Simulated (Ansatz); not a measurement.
One change: `C=C=C(O)Cl` becomes `C=C=C(F)Cl`.

Ansatz, PBE0-D4/def2-TZVP geometries, multiplicity 1. Each molecule was computed in one conformer, which needn't be the lowest.

| property | `C=C=C(O)Cl` |
| --- | --- |
| HOMO–LUMO gap (ωB97M-V/def2-TZVPP) / eV | 10.36 |
| LUMO energy (PBE/def2-TZVPP) / eV | -1.83 |
| zero-point energy (PBE0-D4/def2-TZVP) / kJ/mol | 136.1 |
| ideal-gas entropy at 298 K and 1 bar (rigid rotor, harmonic PBE0-D4/def2-TZVP) / J/(mol·K) | 316 |
| LUMO energy (PBE0/def2-TZVPP) / eV | -0.82 |
| HOMO–LUMO gap (PBE0/def2-TZVPP) / eV | 6.04 |

Task: What does the change do to each property? (Estimate.)

Result: The calculation gave: 
| property | `C=C=C(F)Cl` | shift |
| --- | --- | --- |
| HOMO–LUMO gap (ωB97M-V/def2-TZVPP) / eV | 10.62 | 0.26 |
| LUMO energy (PBE/def2-TZVPP) / eV | -2.11 | -0.28 |
| zero-point energy (PBE0-D4/def2-TZVP) / kJ/mol | 104.4 | -31.7 |
| ideal-gas entropy at 298 K and 1 bar (rigid rotor, harmonic PBE0-D4/def2-TZVP) / J/(mol·K) | 308 | -8 |
| LUMO energy (PBE0/def2-TZVPP) / eV | -1.12 | -0.30 |
| HOMO–LUMO gap (PBE0/def2-TZVPP) / eV | 6.26 | 0.22 |

With PBE0 the HOMO falls by 0.51 eV and the LUMO falls by 0.30 eV, so the gap widens by about 0.21 eV. PBE moves the HOMO by -0.48 eV and ωB97M-V by -0.51 eV. The zero-point energy changes by -31.7 kJ/mol with -3 modes.
